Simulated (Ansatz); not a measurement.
## Scan of SnH2⁺, doublet

Starting geometry (PBE0/def2-TZVP stationary point for this spin, not checked as a minimum):

```xyz
3

Sn    0.0000    0.0000    0.0000
H     0.0000    0.0000   -1.6554
H     0.0000    0.0000    1.6554
```

From there all distances are scaled together; atoms are numbered as listed. Energies are in kJ/mol, counted from the starting geometry at the same level. Kohn–Sham curves are unrestricted where that lies lower.

Basis def2-TZVP with its core potentials; Ansatz 0.2.0. Correlated methods freeze the noble-gas cores and the filled d shells of p-block atoms. No spin–orbit coupling is included; scalar relativity enters through the core potentials alone.

Unrestricted Kohn–Sham rows aren't spin-pure: their determinants' ⟨S²⟩ exceeds S(S+1) by up to 0.98, so they mix in states of higher spin. A value is left out where its run failed or describes another state than the reference as far as symmetry and spin tell, or, spin-broken singlets apart, can't be checked. The reference follows the lowest state, whose symmetry changes from Πu to Σg⁺ or Δg between 1.108 and 1.307.

Functionals correlate the shells that the reference freezes, so part of their error here is the reference's.

Full CI is exact within this basis and frozen core; it isn't the basis-set limit.

```csv
scale of all distances,full CI,PBE,r2SCAN,B97M-V,PBE0,B3LYP,B2PLYP,PBE-QIDH,RPA-PBE
0.871,108.5,100.1,91.2,93.9,93.1,95.1,95.9,92.0,113.0
1.000,0.0,0.0,0.0,0.0,0.0,0.0,0.0,0.0,0.0
1.108,26.2,27.3,35.4,32.4,–,32.8,–,–,18.6
1.307,81.8,61.3,79.7,56.7,79.1,58.7,73.6,98.4,88.1
1.506,146.2,130.0,148.3,130.7,151.7,128.6,146.0,173.0,160.4
1.753,220.8,217.8,231.6,224.2,234.8,214.8,226.9,247.4,245.3
2.033,–,274.3,290.7,286.8,282.2,271.4,272.1,284.5,285.2
2.389,291.0,–,319.8,–,301.4,296.9,290.6,298.3,–
```

r2SCAN at 2.389 lies 28.8 kJ/mol (10 %) above the reference in this basis.
